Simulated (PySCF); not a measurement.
Gas-phase reaction: 2 CH3SiH + CO2 + 3 C4H8 (isobutene) = 2 (CH3)3SiOH + 3 C3H4 (allene)

Energies from PySCF (xtb for GFN2), thermal terms from the rigid-rotor harmonic-oscillator model, ideal gas at 1 bar. † marks an energy on the PBE0/def2-TZVP geometry and frequencies; other levels use their own. All species are closed-shell singlets. B3LYP is the form with VWN-RPA correlation. CH3SiH: computed as isolated molecules; such fragments, hydroxides, amides, oligomers or adducts are transient or little studied in the gas.

B3LYP/def2-TZVP† gives ΔH°(298 K) = -357 kJ.

Question: What do PBE/def2-SVP, GFN2-xTB, BLYP/def2-TZVP† give?

Answer: PBE/def2-SVP: -257 kJ; GFN2-xTB: -16 kJ; BLYP/def2-TZVP†: -343 kJ. For scale, ΔH°(298 K) is -357 kJ at this level, -371 kJ at ωB97M-V/def2-TZVP†, and runs from -402 to -16 kJ over the 18 levels computed.
